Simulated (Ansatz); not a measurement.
Program: Ansatz 0.2.0.

Basis-set series for silane. Charge 0, multiplicity 1. The structure was optimised at the PBE0-D4/def2-TZVP level.

```
functional       basis  functions  energy (Eh)  HOMO (eV)  LUMO (eV)
   PBE0-D4    def2-SVP         38   -291.65392      -9.85       1.50
   PBE0-D4  def2-TZVPP         98   -291.75788      -9.86       1.06
   ωB97M-V    def2-SVP         38   -291.73952     -12.08       3.42
   ωB97M-V  def2-TZVPP         98   -291.84636     -12.14       2.71
```

Question: Give the rows for def2-QZVPP. (An estimate is asked.)

Answer: The calculation gave: 
```json
{"functional": "PBE0-D4", "basis": "def2-QZVPP", "functions": "190", "energy (Eh)": "-291.76814", "HOMO (eV)": "-9.86", "LUMO (eV)": "0.86"}
{"functional": "ωB97M-V", "basis": "def2-QZVPP", "functions": "190", "energy (Eh)": "-291.85585", "HOMO (eV)": "-12.14", "LUMO (eV)": "2.16"}
```

Positive LUMOs are unbound and depend on the basis.
